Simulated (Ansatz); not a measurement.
Reaction (atomization): `C=C(N)Cl` → 2 C• + Cl• + 4 H• + N•

Gas-phase electronic energies from Ansatz, PBE0-D4/def2-TZVP geometries. CBS: MP2 limit from def2 TZ/QZ plus the TZ coupled-cluster correction, frozen cores. This one scheme is used for every species, atoms too. Functionals use def2-TZVPP. No spin–orbit coupling; open shells (•) take unrestricted orbitals. Spin–orbit coupling would lower the free atoms: a little for C, Cl. Each species was taken in one conformer, which may not be the lowest.

`C=C(N)Cl`:

```xyz
8

C    -0.849    0.377    0.784
C     0.236    0.275    0.022
N     0.694   -0.845   -0.638
Cl    1.314    1.620   -0.160
H    -1.061    1.280    1.333
H    -1.528   -0.462    0.876
H     1.181   -0.661   -1.501
H     0.013   -1.584   -0.717
```

| level | ΔE (kJ/mol) | difference from CCSD(T)/CBS |
| --- | --- | --- |
| revPBE-D4 | 3031.0 | 34.8 |
| r2SCAN0-D4 | 2953.7 | -42.5 |
| CAM-B3LYP-D4 | 3016.8 | 20.6 |
| PBE | 3102.3 | 106.1 |
| revPBE | 2981.3 | -14.9 |
| r2SCAN0 | 2949.7 | -46.5 |
| CAM-B3LYP | 3004.9 | 8.7 |
| HF/def2-SVP | 2093.7 | -902.5 |
| MP2/def2-SVP | 2862.8 | -133.4 |
| HF/def2-TZVPP | 2074.6 | -921.6 |
| CCSD(T)/CBS | 2996.2 | 0 |

Q: What do rigid-rotor, harmonic-oscillator terms from PBE0-D4/def2-TZVP frequencies (298.15 K, 1 bar) make of the CCSD(T)/CBS value? (Best estimate.)

A: The calculation gave: ΔZPE = -157.6 kJ/mol, ΔH = +2873.6 kJ/mol, ΔS = 806 J/(mol·K), ΔG = +2633.2 kJ/mol. Open shells count their whole term as degenerate.

Largest T1 diagnostic among the species: 0.011.

At CCSD(T), def2-SVP lies −176.8 kJ/mol from the extrapolated value and def2-TZVPP −90.7 kJ/mol: correlation converges slowly with the basis, and small sets miss more of it in the bonded molecule than in its fragments. The D4 term adds +23.4 kJ/mol with B3LYP and +12.0 kJ/mol with PBE0; it sums over pairs of atoms, weighted by their polarisabilities, and B3LYP, whose exchange is more repulsive, gets the larger term.

B3LYP here is the variant with VWN-RPA as its local correlation; programs differ in this.

For atomizations the MP2-based limit and the directly extrapolated one differ by several kJ/mol either way, and by 10 to 25 for some Ge, Se and Sn compounds, so smaller differences from it don't rank the levels.
